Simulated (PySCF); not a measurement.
N2, SMILES N#N. Geometry optimised at PBE-D3(BJ)/def2-TZVPD.

Method: PBE-D3(BJ)/def2-TZVPD run with PySCF.

Harmonic wavenumbers (cm⁻¹): 2355. Rotational constants (GHz): 59.34 (linear); symmetry number 2.

Task: Work out the zero-point energy and the ideal-gas rigid-rotor harmonic-oscillator thermochemistry at 298.15 K and 1 atm.

Result: ZPE = ½ Σ hcν = ½ × 2355 cm⁻¹ = 3.37 kcal/mol. H − E(el) = 5.44 kcal/mol. Entropy in cal/(mol K): translation 35.93, rotation 9.85, vibration 0.00, total 45.78. G − E(el) = -8.21 kcal/mol. Cp = 6.96 cal/(mol K).
